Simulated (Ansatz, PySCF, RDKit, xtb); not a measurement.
# Which structure has the formula [AlN2H2]+?

Only the formula [AlN2H2]+ is given (charge +1). Aim: find the structure of lowest free energy at 298.15 K, then its properties.

Plan: many cheap relaxations first (GFN2-xTB), then density-functional screening, relaxation at B3LYP/6-31G*, vibrations and a final energy. The numbers are computed, not measured.

7 further runs of the same task are left out: 1 that didn't finish, 6 set aside as unsound or not needed.

## Step 1: Candidates

All bonding patterns within simple valence rules are listed by program: one Lewis structure each, at most two rings and one unusual centre or charged pair. O–O, O–halogen and N–halogen bonds and N–N–N chains are not drawn. That gives 10 candidates.

```tsv
label	SMILES	spin
c014	[NH2+]=[N][Al]	triplet
c052	[NH2+]=[N][Al]	singlet
c059	N=[NH+][Al]	triplet
c062	N=[NH+][Al]	singlet
c070	[N-]1[NH2+][Al+]1	singlet
c225	[N]1=[NH+][AlH]1	singlet
c384	[N-]=[NH+][AlH+]	singlet
c669	[NH]1[NH][Al+]1	singlet
c729	N=[N][AlH+]	singlet
c757	N#[N+][AlH2]	singlet
```

Candidates are built by distance geometry, with a force field where one applies, in up to four conformers (letters a to d). 6 starts with atoms placed at random are added, to find patterns that the rules miss.

Q: Predict the outcome of this search (final energies at CCSD(T)/def2-TZVPP).

| quantity | value |
| --- | --- |
| lowest structure found | N#[N+][AlH2], singlet, C2v |
| next finalist | [Al].[NH][NH] ‡, singlet, 29.5 kcal/mol higher in G |
| share at equilibrium, among the finalists | 100.0 % |
| harmonic wavenumbers, lowest and highest (B3LYP/6-31G*) | 180 and 2469 cm⁻¹ |
| rotational constants, same geometry | 3.608, 0.1464, 0.1407 cm⁻¹ |
| HOMO energy (PBE0/def2-TZVPD) | -15.21 eV |
| LUMO energy (PBE0/def2-TZVPD) | -8.34 eV |
| HOMO–LUMO gap (PBE0/def2-TZVPD) | 6.87 eV |
| lowest excitation (TD-CAM-B3LYP/def2-SVPD) | 5.64 eV (f = 0.000) |
| strongest of the states computed, same level | 7.81 eV (f = 0.100) |
| lowest triplet excitation, same level, Tamm-Dancoff | 5.18 eV |
| vertical ionisation energy | 17.86 eV |
| vertical recombination energy (electron added) | 6.40 eV |
| vertical triplet less singlet | +5.20 eV |

The lowest structure found is `N#[N+][AlH2]`. Among the finalists first place is clear (29.5 kcal/mol); structures outside the list aren't covered. B3LYP/6-31G*, HF/def2-TZVPP and MP2/def2-TZVPP already put its bonding pattern lowest among the structures in one piece. The search is not exhaustive (a finite list of starts, one conformer a finalist), so a lower isomer can't be ruled out.

‡ marks the bonded skeleton alone, with all bonds drawn single: no Lewis structure was assigned that passes a check against the bond lengths.
